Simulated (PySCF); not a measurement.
Constitutional and geometric isomers with formula C5H8. Gas-phase values, no solvent. One relaxed conformer stands for each flexible species; it need not be the lowest. Strings in code marks are SMILES.

Method: PySCF with PBE-D3(BJ)/def2-TZVP // B3LYP-D3(BJ)/def2-TZVP. All candidates: neutral, multiplicity 1. Excitations are Tamm–Dancoff values on a coarser integration grid. The basis has no diffuse functions, so Rydberg states are missing or too high.

```yaml
dipole_moment: 0.22 D
brightest of the four lowest singlets (TDA): 7.39 eV
S1 excitation (TDA): 6.71 eV
```

### Question
Say which member has these values.
(A) `C[C@@H]1C=CC1`
(B) `CC=C1CC1`
(C) `CC1=CCC1`
(D) `C[C@]12C[C@H]1C2`

### Answer
A, `C[C@@H]1C=CC1`. The others give `CC1=CCC1`: 0.41 D, 7.24 eV, 6.41 eV; `C[C@]12C[C@H]1C2`: 0.83 D, 7.30 eV, 6.28 eV; `CC=C1CC1`: 0.14 D, 6.99 eV, 6.50 eV
